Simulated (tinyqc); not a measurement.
Ways to converge the cycle: SCF convergence aids in the sto-3g basis, for H2O, spin multiplicity 3. Computed by the program tinyqc with PySCF. UHF with one setting changed at a time; a run stops when the energy changes by less than 1e-09 hartree and the error matrix is below 1e-5. The start is the core Hamiltonian. Damping d keeps d of the old density; a shift (hartree) raises the virtual levels; DIIS n extrapolates F over n matrices.

Geometry (angstrom):
```
atom,x,y,z
O,0.0000,0.0000,0.0000
H,0.0000,0.9590,0.9240
H,0.0000,-0.9590,0.9240
```

lowest solution found by these runs and by PySCF with stability checks = -74.705979 hartree

Largest element of the error matrix X^T (FDS - SDF) X:
```
iteration,plain,damping 0.3,damping 0.6,shift 0.4,DIIS 3,DIIS 8
1,1.6e-01,1.6e-01,1.6e-01,1.6e-01,1.6e-01,1.6e-01
2,3.3e-02,7.2e-02,1.3e-01,1.6e-01,3.3e-02,3.3e-02
3,1.0e-02,3.3e-02,8.5e-02,6.0e-02,1.1e-02,1.1e-02
4,6.3e-03,1.5e-02,5.6e-02,2.1e-02,5.4e-03,5.4e-03
5,4.3e-03,6.7e-03,3.6e-02,1.0e-02,4.0e-03,3.8e-03
6,3.7e-03,5.0e-03,2.4e-02,7.3e-03,2.1e-03,1.9e-03
8,2.7e-03,3.7e-03,1.1e-02,5.4e-03,1.3e-04,1.6e-05
10,2.0e-03,3.0e-03,6.7e-03,4.4e-03,3.8e-06,2.5e-08
14,1.0e-03,1.9e-03,3.7e-03,3.0e-03,-,-
20,3.7e-04,9.8e-04,2.4e-03,1.6e-03,-,-
30,6.5e-05,3.1e-04,1.3e-03,5.2e-04,-,-
45,-,5.2e-05,5.0e-04,9.4e-05,-,-
60,-,8.8e-06,1.9e-04,1.7e-05,-,-
```

How each run ends:
```
run,iterations,E (hartree),state
plain,42,-74.705979,lowest found
damping 0.3,60,-74.705979,lowest found
damping 0.6,>60,-74.705978,"falls steadily but slowly, by a factor of about 0.94 a step"
shift 0.4,>60,-74.705979,"falls steadily but slowly, by a factor of about 0.89 a step"
DIIS 3,10,-74.705979,lowest found
DIIS 8,10,-74.705979,lowest found
```

What does the comparison show, and why?

4 of 6 runs reach the lowest solution found, in 10 to 60 iterations (fastest: DIIS 3, DIIS 8). Not converged: damping 0.6, shift 0.4. Plain steps already contract here, so damping only slows them. DIIS 3 and DIIS 8 gain by cancelling the error over several earlier matrices, much as a quasi-Newton step does.
